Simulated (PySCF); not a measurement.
Molfile (atoms numbered from 1):
```
BFH2O
     RDKit          3D

  5  4  0  0  0  0  0  0  0  0999 V2000
    0.8803   -0.4715   -0.0272 O   0  0  0  0  0  0  0  0  0  0  0  0
   -0.3812   -0.0107   -0.0199 B   0  0  0  0  0  0  0  0  0  0  0  0
   -1.3544   -0.8985   -0.1357 F   0  0  0  0  0  0  0  0  0  0  0  0
    1.5361    0.2254    0.0650 H   0  0  0  0  0  0  0  0  0  0  0  0
   -0.6636    1.1610    0.0835 H   0  0  0  0  0  0  0  0  0  0  0  0
  1  2  1  0
  2  3  1  0
  1  4  1  0
  2  5  1  0
M  END
```

PySCF 2.14.0 with density-fitted response routines calculation with GIAO B97-2/pcSseg-2 shieldings and PBE0-D3(BJ)/def2-SVP geometry; one conformer, no solvent model, non-relativistic.

Referencing at the same level of theory: 1H vs TMS; H2O for 17O; 11B vs BF3·OEt2; CFCl3 for 19F.

```
atoms  nucleus  count  δ (ppm)
   O1      17O      1    143.4
   H4       1H      1        ?
   B2      11B      1     24.1
   H5       1H      1     4.55
   F3      19F      1        ?
```

Problem. Estimate the values marked ?.

Solution. 
- H4: 4.52 ppm, hydrogen on an oxygen bonded to B; exchangeable; this is the value without hydrogen bonding to other molecules
- F3: -83.8 ppm, fluorine bonded to B

Exchangeable OH/NH protons stand at their gas-phase positions; hydrogen bonding in a real sample shifts them, mostly to higher δ. Hydrogens on boron are broadened and split by 11B (spin 3/2, 80 %) and 10B (spin 3). Unscaled 19F shifts against computed CFCl3 carry errors that often reach 10 to 50 ppm. Experimental scales use liquid or dissolved standards, which lie at an offset from isolated H2O (liquid H2O: subtract about 36 ppm).
